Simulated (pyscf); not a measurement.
Thermochemistry of product channels of digermane (H₃Ge–GeH₃) + O atom (O) [triplet] on the triplet surface, in kJ/mol, from CCSD(T)/def2-TZVPP + ΔMP2(QZVPP) energies (ideal gas, 1 atm, RRHO with modes under 100 cm⁻¹ raised to 100, one conformer, R ln 2 for rigid chiral ones). Single points on ωB97X-D3(BJ)/def2-SVP structures (PySCF, gas phase). Correlated levels are frozen-core, on RHF or UHF. ΔMP2 is the change of the MP2 total energy from the triple- to the quadruple-zeta basis.

| products | ΔE | ΔH(298 K) | ΔG(600 K) | ΔG(900 K) |
|---|---|---|---|---|
| •O–GeH₃ + GeH₃• | -55.2 | -60.2 | -87.2 | -98.3 |
| germylene (GeH₂) [triplet] + HO–GeH₃ | -198.5 | -193.9 | -221.4 | -232.7 |

These are energies of the channels, which say nothing of barriers. •O–GeH₃ lies 138.3 kJ/mol over its isomer HO–GeH₂•, and others may lie lower still (electronic energy, ωB97M-D3(BJ)). GeH₂ [triplet] is an excited spin state, 113.8 kJ/mol over the singlet at ωB97X-D3(BJ). The CCSD(T) − MP2 part came from Ansatz, without density fitting, on the same reference. The frozen core leaves the outer d or s,p core shells of the metals and heavy elements correlated in the MP2 and CC values, and def2-TZVPP describes them poorly, which can shift differences by a few kcal/mol. Left out: orbital degeneracy and the spin-orbit lowering of O. Elements up to Kr have no core potential and no relativistic terms here.
